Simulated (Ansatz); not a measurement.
Species: NO$_{2}$, net charge 0, doublet state. It need not be the lowest isomer of its formula. SMILES: [O]N=O
Geometry: optimised at B3LYP-D3(BJ)/def2-TZVP (Ansatz, a quantum-chemistry and plane-wave program).

Computed values are from Ansatz. Correlated levels leave the core frozen unless marked. UHF or UKS for open shells. Spin-orbit coupling is left out. No relativistic terms. CBS marks a two-point X^-3 extrapolation of the correlation energy; Hartree-Fock from the larger set. The bracket is a focal-point correction in the basis named.

### Question
What is the vertical electron affinity (to the singlet; negative means unbound) at RI-MP2/CBS(aug-cc-pVTZ,aug-cc-pVQZ)+[CCSD(T)-MP2]/aug-cc-pVTZ?

### Answer
1.42 eV.

### Question
What is the T1 diagnostic at CCSD/cc-pVQZ?

### Answer
0.024.

### Question
What is the total energy at CCSD(T)/CBS(cc-pVTZ,cc-pVQZ)?

### Answer
-204.8965 Eh.

### Question
What is the atomisation energy De at CCSD(T)/CBS(cc-pVTZ,cc-pVQZ)?

### Answer
225.2 kcal/mol.

### Question
What is the dipole moment at CCSD(T)/aug-cc-pVDZ?

### Answer
0.34 D.
